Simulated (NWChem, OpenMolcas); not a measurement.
## Worked example: vertical ionisation energy of C3H4 (allene)

C3H4 has 7 atoms, charge 0, and is taken as a singlet. SMILES: `C=C=C`. The shape is that of a PBE0-D4/def2-TZVP optimisation.

Both states at this one shape; open shells run unrestricted unless said. 1 Eh = 27.2114 eV.

| level | program | singlet C3H4 (Eh) | doublet [C3H4]+ (Eh) | HOMO of the first (eV) |
| --- | --- | --- | --- | --- |
| HF/3-21G | NWChem | -115.219419 | -114.894115 | -10.21 |
| SVWN5/def2-TZVP | OpenMolcas | -115.597033 | -115.220186 | -6.70 |
| BHLYP/def2-TZVP | OpenMolcas | -116.623775 | -116.260428 | -8.76 |

Question: Work out the vertical ionisation energy at each level.

Answer: 
1. HF/3-21G: -114.894115 − (-115.219419) = 0.325304 Eh = 8.85 eV; −ε(HOMO) = 10.21 eV.
2. SVWN5/def2-TZVP: -115.220186 − (-115.597033) = 0.376847 Eh = 10.25 eV; −ε(HOMO) = 6.70 eV.
3. BHLYP/def2-TZVP: -116.260428 − (-116.623775) = 0.363347 Eh = 9.89 eV; −ε(HOMO) = 8.76 eV.

No measured value is set beside it here; the levels span 8.85 to 10.25 eV. In Hartree–Fock, −ε(HOMO) (Koopmans) exceeds the difference of totals by the orbital relaxation of the ion. In semi-local functionals −ε(HOMO) lies far under the ionisation energy, a result of self-interaction, while the difference of totals does much better. Hartree–Fock favours the state with fewer electron pairs, since it lacks pair correlation.
